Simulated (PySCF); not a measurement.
# The bond of NaO, level by level

The task here is to estimate one member of a computed series from the others.

Method: Na x2c-TZVPPall, O x2c-TZVPPall, spin-free X2C with a Gaussian nucleus; program: PySCF 2.14.0.

The first run:

The job is set up so:

```
atoms                         : Na, O
charge                        : 0
basis                         : Na x2c-TZVPPall, O x2c-TZVPPall
Hamiltonian                   : spin-free X2C with a Gaussian nucleus
basis functions               : 63
electrons treated             : 19
masses in u                   : 22.9898, 15.9949
levels                        : PBE0, PBE, r²SCAN, M06-L, BLYP, LDA, M06-2X, HSE06, HF, MP2, SCS-MP2, CCSD, CCSD(T)
grid                          : 80 radial by 434 angular points
occupations                   : held fixed by the projection of orbital angular momentum
dissociation limit            : Na + O, each in its ground configuration
starting distance in angstrom : 2.175
values of 2S to try           : 1, 3
```

On the command line:

```
OMP_NUM_THREADS=1 python dia.py task.json out
```

Steps of the session up to this table: The job; PBE0 along the bond; Excited determinants; PBE (GGA); r²SCAN (meta-GGA); M06-L; BLYP; LDA; M06-2X (hybrid meta-GGA); HSE06 (range-separated hybrid); UHF (mean field); Adding correlation.

One table of the session follows, with a row left open; its other results are not shown here.

It belongs to the step «The curves together». Energy (eV) from each level's lowest point:

| R (Å) | UHF | UHF-MP2 | UHF-SCS-MP2 | UHF-CCSD | UHF-CCSD(T) |
| --- | --- | --- | --- | --- | --- |
| 1.765 | 0.545 | 0.540 | 0.548 | n/a | n/a |
| 1.847 | 0.233 | 0.233 | 0.238 | 0.226 | 0.231 |
| 1.929 | 0.067 | 0.070 | 0.072 | 0.065 | 0.069 |
| 1.990 | 0.012 | 0.014 | 0.015 | 0.012 | 0.013 |
| 2.052 | 0.000 | 0.000 | 0.000 | 0.000 | 0.000 |
| 2.114 | 0.021 | 0.018 | 0.017 | 0.020 | 0.018 |
| 2.196 | 0.087 | 0.078 | 0.076 | 0.082 | 0.077 |
| 2.298 | ? | ? | ? | ? | ? |
| 2.421 | 0.394 | 0.365 | 0.361 | 0.373 | 0.360 |
| 2.586 | 0.668 | 0.626 | 0.622 | n/a | n/a |

Estimate the missing values for R (Å) = 2.298.

Worked estimate for «UHF». A straight line through the neighbours (2.196, 0.087) and (2.421, 0.394) gives 0.087 + (0.394 − 0.087) × (2.298 − 2.196) / (2.421 − 2.196) = 0.226; a parabola fitted to 4 rows on both sides gives 0.215.

The run gave: UHF: 0.210; UHF-MP2: 0.192; UHF-SCS-MP2: 0.189; UHF-CCSD: 0.199; UHF-CCSD(T): 0.190. In «UHF» the line misses by +0.016 and the parabola by +0.005.
